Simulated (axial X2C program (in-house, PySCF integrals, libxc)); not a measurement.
# AlC: properties at the nuclei

Wanted for AlC: properties at the nuclei, at the two-component level.

Program: an in-house X2C program for linear molecules on PySCF integrals. Level of theory: two-component X2C with atomic mean-field terms, Al dyall-v3z, C dyall-v3z. These are calculated values, not measurements.

### 1 The job

Input file task.json:

```json
{
 "zs": [
  13,
  6
 ],
 "q": 0,
 "bas": [
  "dyall-v3z",
  "dyall-v3z"
 ],
 "r0": 1.8,
 "levels": [
  "PBE0",
  "HF",
  "B3LYP",
  "r2SCAN",
  "BHandHLYP"
 ],
 "nst": 3
}
```

Keys: zs atomic numbers; q charge; bas basis sets; r0 starting distance in Å; levels methods (HF also brings MP2); nst determinants followed.

On the command line:

```sh
> python soeom.py task.json out
```

After this run come: Expectation values, lowest determinant; Expectation values, a higher determinant; Expectation values, a higher determinant.

What does the calculation give? Wanted: lowest determinant; Eeff magnitude; Ws magnitude Al; A∥/gI Al; qzz Al; higher determinant (for each run or level that gives them).

The runs gave:

| quantity | value |
| --- | --- |
| lowest determinant | Ω = 3/2 (excess of +ω over −ω: ω = 3/2) |
| Eeff magnitude (GV/cm), PBE0 | 0.0209 |
| Ws magnitude Al (kHz), PBE0 | 0.00752 |
| A∥/gI Al (MHz), PBE0 | -32.5 |
| qzz Al (a.u.), PBE0 | -0.87 |
| higher determinant | Ω = 1/2 (excess of +ω over −ω: 2 × ω = -1/2, ω = 3/2) |
| Eeff magnitude (GV/cm), PBE0, higher determinant | 0.0549 |
| Ws magnitude Al (kHz), PBE0, higher determinant | 0.0473 |
| A∥/gI Al (MHz), PBE0, higher determinant | -20.7 |
| qzz Al (a.u.), PBE0, higher determinant | -0.85 |
| higher determinant | Ω = 1/2 (excess of +ω over −ω: ω = 1/2) |
| Eeff magnitude (GV/cm), PBE0, higher determinant | 0.0539 |
| Ws magnitude Al (kHz), PBE0, higher determinant | 0.046 |
| A∥/gI Al (MHz), PBE0, higher determinant | -11.1 |
| qzz Al (a.u.), PBE0, higher determinant | -0.74 |

In words: In the first state, the effective field runs from 0.00695 to 0.0286 GV/cm over the mean-field levels, so the levels don't agree on it. The expectation values come from single determinants, which for open shells can mix terms of unlike spin or miss the lowest Ω, so a determinant need not be a state. Eeff is the effective electric field on the electron dipole moment in this Ω state and Ws the scalar–pseudoscalar constant (defined with the proton number Z and per Ω); A∥ is the parallel hyperfine constant, which follows by multiplying with the nuclear g factor gI = μI/(I μN); qzz is the electric field gradient, eQq0 = 234.96 MHz × Q/barn × qzz; μ is positive if C is the positive end. The operators were transformed with the bare-nucleus X2C matrices.
